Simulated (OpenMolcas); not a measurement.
## How methods differ on [SiH3]+ (SMILES [SiH3+])

The species is [SiH3]+ (4 atoms), meant as a singlet with charge +1. SMILES: `[SiH3+]`. The coordinates come from a PBE0-D4/def2-TZVP relaxation.

```jsonl
{"atom": "Si", "x (Å)": "0.0000", "y (Å)": "0.0000", "z (Å)": "0.0000"}
{"atom": "H", "x (Å)": "0.6869", "y (Å)": "0.6754", "z (Å)": "1.1130"}
{"atom": "H", "x (Å)": "-0.1184", "y (Å)": "-1.4672", "z (Å)": "-0.0099"}
{"atom": "H", "x (Å)": "-0.5685", "y (Å)": "0.7917", "z (Å)": "-1.1031"}
```

Each level gives the energy change with the Si1–H4 bond stretched from 1.472 to 3.680 Å (eV). The values are calculated.

```json
{"level": "HF/3-21G (restricted)", "kind": "Hartree–Fock", "program": "OpenMolcas", "value (eV)": "6.11", "less FCI/3-21G": "+2.71", "CPU time (all runs)": "3.2 s"}
{"level": "PBE/3-21G (restricted)", "kind": "GGA", "program": "OpenMolcas", "value (eV)": "4.43", "less FCI/3-21G": "+1.03", "CPU time (all runs)": "9.8 s"}
{"level": "r2SCAN/3-21G (restricted)", "kind": "meta-GGA", "program": "OpenMolcas", "value (eV)": "4.77", "less FCI/3-21G": "+1.37", "CPU time (all runs)": "12 s"}
{"level": "B3LYP/3-21G (restricted)", "kind": "global hybrid", "program": "OpenMolcas", "value (eV)": "4.80", "less FCI/3-21G": "+1.40", "CPU time (all runs)": "9.9 s"}
{"level": "B2PLYP/3-21G (restricted)", "kind": "double hybrid", "program": "OpenMolcas", "value (eV)": "4.67", "less FCI/3-21G": "+1.27", "CPU time (all runs)": "8.4 s"}
{"level": "MP2/3-21G (restricted)", "kind": "perturbation theory", "program": "OpenMolcas", "value (eV)": "4.83", "less FCI/3-21G": "+1.43", "CPU time (all runs)": "3.6 s"}
{"level": "SC-NEVPT2(2,2)/3-21G", "kind": "multireference", "program": "OpenMolcas", "value (eV)": "3.40", "less FCI/3-21G": "0.00", "CPU time (all runs)": "3.3 s"}
{"level": "CCSD(T)/3-21G (restricted)", "kind": "coupled cluster or CI", "program": "OpenMolcas", "value (eV)": "3.34", "less FCI/3-21G": "-0.06", "CPU time (all runs)": "4.5 s"}
{"level": "CISD/3-21G (restricted)", "kind": "coupled cluster or CI", "program": "OpenMolcas", "value (eV)": "3.95", "less FCI/3-21G": "+0.55", "CPU time (all runs)": "3.6 s"}
{"level": "FCI/3-21G", "kind": "exact in the basis", "program": "OpenMolcas", "value (eV)": "3.40", "less FCI/3-21G": "0.00", "CPU time (all runs)": "7.5 s"}
```

FCI/3-21G is exact within its basis and frozen core, so for wave-function methods in that basis the difference is their error; functionals converge differently with the basis, so for them it is only a difference. Spin-restricted single references rise too steeply as a bond breaks, Hartree–Fock most of all. Perturbation and coupled-cluster corrections on them can overshoot downwards. The first shape isn't each level's own minimum. The values span 3.34 to 6.11 eV. All rows use very small basis sets, so even the best lies far from the true value. CPU times are rough (shared hosts, several kinds of processor): they show what a rung costs within a factor of a few.
